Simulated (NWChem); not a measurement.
**CH3NS (SMILES NC=S): levels of theory compared**

We compute a comparison of 4 runs (HF/STO-3G, M06-2X/aug-cc-pVDZ, B3LYP/6-31G*, CCSD(T)/aug-cc-pVDZ) of CH3NS. 

The results are computed with NWChem 7.3.0.

2 further runs of the same task are left out: 2 set aside as unsound or not needed. Runs told in other sessions of the task aren't counted.

**1. The molecule**

CH3NS has 6 atoms, charge 0, and is taken as a singlet. As SMILES, `NC=S`. The N1–C2 distance was set to 2.001 Å, away from the relaxed value.

Bond lengths: C2–S3 1.630 Å, N1–H4 1.007 Å, N1–H5 1.005 Å, C2–H6 1.092 Å. Angles: S3–C2–H6 121.3°, H4–N1–H5 119.2°. A long bond or contact: N1–C2 2.001 Å.

**2. A single-point energy at HF/STO-3G (run 1)**

The input, mol.xyz:

```xyz
6

N     -1.210969    -0.143309    -0.678650
C      0.513110     0.141070     0.297200
S      1.569440    -1.020450     0.735440
H     -1.480619    -1.078689    -0.937770
H     -1.814619     0.624051    -0.916920
H      0.699650     1.192950     0.524900
```

The input, run.py:

```python
from ase.io import read
from ase.calculators.nwchem import NWChem

mol = read('mol.xyz')

calc = NWChem(
    label='mol',
    theory='scf',
    memory='2200 mb',
    basis='STO-3G',
    basispar='spherical bse',
    scf={'nopen': '0', 'rhf': None, 'thresh': '1e-08', 'maxiter': '80'},
    task='energy',
)
mol.calc = calc

print("Total energy (eV):", round(mol.get_potential_energy(), 6))
print("dipole (e A):", mol.get_dipole_moment().round(4))
```

Run with:

```console
$ export ASE_NWCHEM_COMMAND="nwchem PREFIX.nwi > PREFIX.nwo"
$ python run.py
```

The log of the run:

```text
Total energy (eV): -13220.403315
dipole (e A): [0.0032 0.163  0.0212]
```

The calculator wrote mol.nwi:

```
title "mol"

permanent_dir mol

scratch_dir mol

start mol

geometry units angstrom nocenter noautosym noautoz
  N  -1.2109690000000000e+00 -1.4330899999999999e-01 -6.7864999999999998e-01
  C  5.1310999999999996e-01 1.4107000000000000e-01 2.9720000000000002e-01
  S  1.5694399999999999e+00 -1.0204500000000001e+00 7.3543999999999998e-01
  H  -1.4806189999999999e+00 -1.0786890000000000e+00 -9.3776999999999999e-01
  H  -1.8146190000000000e+00 6.2405100000000002e-01 -9.1691999999999996e-01
  H  6.9964999999999999e-01 1.1929500000000000e+00 5.2490000000000003e-01
end

memory 2200 mb

basis spherical bse noprint
   * library STO-3G
end

scf
  nopen 0
  rhf
  thresh 1e-08
  maxiter 80
end

task scf energy
```

mol.nwo:

```text
Northwest Computational Chemistry Package (NWChem) 7.3.0
             --------------------------------------------------------

           Job information
           ---------------

    nwchem branch   = 7.3.0
    use scalapack   = T
    input           = mol.nwi
    prefix          = mol.
    data base       = mol/mol.db
    status          = startup
    nproc           =        1

           Memory information
           ------------------

    heap     =     72089596 doubles =      550.0 Mbytes
    stack    =     72089601 doubles =      550.0 Mbytes
    global   =    144179200 doubles =     1100.0 Mbytes (distinct from heap & stack)
    total    =    288358397 doubles =     2200.0 Mbytes
    verify   = yes
    hardfail = no

[... 127 lines left out ...]
 Convergence threshold     :          1.000E-08
[... 14 lines left out ...]
       Final RHF  results
[... 3 lines left out ...]
      One-electron energy =   -839.416725874320
[... 1 line left out ...]
 Nuclear repulsion energy =     83.310072171700
[... 30 lines left out ...]
                       ROHF Final Molecular Orbital Analysis
[... 139 lines left out ...]
  Mulliken analysis of the total density
  --------------------------------------

    Atom       Charge   Shell Charges
 -----------   ------   -------------------------------------------------------
    1 N    7     7.45   2.00  1.50  3.96
    2 C    6     6.06   1.99  1.36  2.71
    3 S   16    15.89   2.00  2.00  5.96  1.89  4.04
    4 H    1     0.84   0.84
    5 H    1     0.84   0.84
    6 H    1     0.92   0.92

       Multipole analysis of the density wrt the origin
       ------------------------------------------------

     L   x y z        total         open         nuclear
     -   - - -        -----         ----         -------
     0   0 0 0     -0.000000      0.000000     32.000000

     1   1 0 0      0.006092      0.000000     32.347061
[... 8 lines of this table left out ...]
     2   0 0 2    -16.628484      0.000000     51.436020

 Task  times  cpu:        0.5s     wall:        0.5s
 Total times  cpu:        0.6s     wall:        0.6s
```

Wall time 1.4 s (1 thread of Intel Xeon 6975P-C (Granite Rapids), shared host); peak memory 0.1 GiB.

**3. The energy at M06-2X/aug-cc-pVDZ (run 2)**

The input, ch3ns.nw:

```
start ch3ns
memory 2200 mb
charge 0
geometry units angstroms noautosym nocenter noautoz
  N    -1.210969   -0.143309   -0.678650
  C     0.513110    0.141070    0.297200
  S     1.569440   -1.020450    0.735440
  H    -1.480619   -1.078689   -0.937770
  H    -1.814619    0.624051   -0.916920
  H     0.699650    1.192950    0.524900
end
basis spherical bse
  * library aug-cc-pVDZ
end
dft
  xc m06-2x
  grid fine
  convergence energy 1e-08
  maxiter 100
  mulliken
  print low
end
task dft energy
```

Run with:

```console
$ nwchem ch3ns.nw > ch3ns.out
```

The log of the run:

```text
[...]
 d= 0,ls=0.0,diis     1   -492.5690401589 -5.76D+02  1.52D-02  6.85D-01     2.9
[...]
 d= 0,ls=0.0,diis    12   -492.6765573528 -4.43D-09  4.36D-07  4.29D-09    27.6
         Total DFT energy =     -492.676557352755
      One electron energy =     -842.232295812801
           Coulomb energy =      305.076819259604
    Exchange-Corr. energy =      -38.831152971260
 Nuclear repulsion energy =       83.310072171700
[...]
      Total Density - Mulliken Population Analysis
     ---------------------------------------------
    Atom       Charge   Shell Charges
 -----------   ------   -------------------------------------------------------
    1 N    7     7.01   2.01  0.74  0.64 -0.07  2.34  1.27  0.11  0.01 -0.04
    2 C    6     5.85   2.01  0.72  0.63  0.09  1.74  0.58  0.02  0.06  0.00
    3 S   16    15.70   2.00  2.04  0.95  0.88 -0.02  6.00  2.30  1.47  0.03  0.07 -0.04
    4 H    1     1.08   0.76  0.26 -0.01  0.05  0.02
    5 H    1     1.08   0.76  0.26 -0.01  0.05  0.02
    6 H    1     1.28   0.75  0.49  0.03  0.03 -0.02
[...]
```

Wall time 28 s (1 thread of Intel Xeon 6975P-C (Granite Rapids), shared host); peak memory 0.12 GiB.

Run 3 isn't shown in full; the table further down has it.

**4. The energy at CCSD(T)/aug-cc-pVDZ (run 4)**

The input, ch3ns.xyz:

```xyz
6

N     -1.210969    -0.143309    -0.678650
C      0.513110     0.141070     0.297200
S      1.569440    -1.020450     0.735440
H     -1.480619    -1.078689    -0.937770
H     -1.814619     0.624051    -0.916920
H      0.699650     1.192950     0.524900
```

The input, ch3ns.nw:

```
start ch3ns
memory total 2200 mb
geometry units angstrom noautosym nocenter noautoz
  load format xyz ch3ns.xyz
end
basis spherical bse
  * library aug-cc-pVDZ
end
scf
  nopen 0
  rhf
  thresh 1e-08
  maxiter 80
  print medium
end
ccsd
  freeze core 7
  maxiter 60
end
task ccsd(t) energy
```

Run with:

```console
$ nwchem ch3ns.nw > ch3ns.out
```

The log of the run:

```text
[...]
  functions       =   100
[...]
  wavefunction    = RHF
[...]
         Total SCF energy =   -491.461264626205
      One-electron energy =   -841.792426490093
      Two-electron energy =    267.021089692188
 Nuclear repulsion energy =     83.310072171701
        Time for solution =     33.9s
[...]
 Total MP2 energy:           -491.946945936374675
[...]
             energy      energy      error      ampl     ampl      Block
                                                time     time      time
[...]
 Total CCSD energy:           -491.971865842064005
[...]
 Total CCSD+T(CCSD) energy:           -492.001641300303334
[...]
 Total CCSD(T) energy:                -491.999089392652934
[...]
```

It took 3.1 min on 1 thread of Intel Xeon 6975P-C (Granite Rapids), shared host; peak memory 0.27 GiB.

**5. The series**

| run | level | iteration cap | module | energy (Eh) | HOMO energy (eV) | LUMO energy (eV) | HOMO–LUMO gap (eV) | wall time |
| --- | --- | --- | --- | --- | --- | --- | --- | --- |
| 1 | HF/STO-3G | 80 | scf | -485.840865 | -6.66 | 5.39 | 12.05 | 1.4 s |
| 2 | M06-2X/aug-cc-pVDZ | 100 | dft | -492.676557 | – | – | – | 28 s |
| 3 | B3LYP/6-31G* (spherical functions) | 100 | dft | -492.718251 | -6.07 | -2.44 | 3.63 | 9.9 s |
| 4 | CCSD(T)/aug-cc-pVDZ | 80 | ccsd(t) | -491.999089 | -9.96 | 0.86 | 10.82 | 3.1 min |

**6. Summary of results**

| quantity | value |
| --- | --- |
| run 4: total energy | -491.99909 Eh |
| run 4: HOMO energy (Hartree–Fock orbitals) | -9.96 eV |
| run 4: LUMO energy (Hartree–Fock orbitals) | 0.86 eV |
| run 4: HOMO–LUMO gap (Hartree–Fock orbitals) | 10.82 eV |
| run 4: correlation energy (7 core orbitals frozen) | -537.8 mEh |
| run 4: (T) correction | -27.22 mEh |

In words: Totals of different functionals can't be ranked against each other. In run 1 the basis is minimal, so the values are rough. All runs together took 3.8 min, the longest 3.1 min.
